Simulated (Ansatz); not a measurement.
Molecule: OF, charge 0, multiplicity 2. 
Coordinates optimised at B3LYP-D3(BJ)/def2-TZVP (Ansatz, an electronic-structure program):
```xyz
2

O      0.0000     0.0000    -0.7142
F      0.0000     0.0000     0.6348
```
Charge 0, spin multiplicity 2.

Basis-set convergence of Hartree-Fock and CCSD(T) correlation energies (hartree) with Ansatz. Valence correlation only, unless marked. Open shells are spin-unrestricted. Spin-orbit coupling is left out. Non-relativistic.

| basis | functions | E(HF) | E(corr, CCSD(T)) |
|---|---|---|---|
| cc-pVDZ | 28 | -174.13475 | -0.36314 |
| cc-pVTZ | 60 | -174.19254 | -0.47749 |
| cc-pVQZ | 110 | -174.20651 | -0.51693 |
| cc-pV5Z | 182 | -174.21035 | -0.53168 |

Extrapolating the two largest sets (X = 4 and 5) as X^-3: E(corr) = (125·(-0.53168) - 64·(-0.51693))/61 = -0.5472 Eh, an estimate of the basis-set limit. The largest set recovers 97.2 % of it, the smallest 66.4 %.
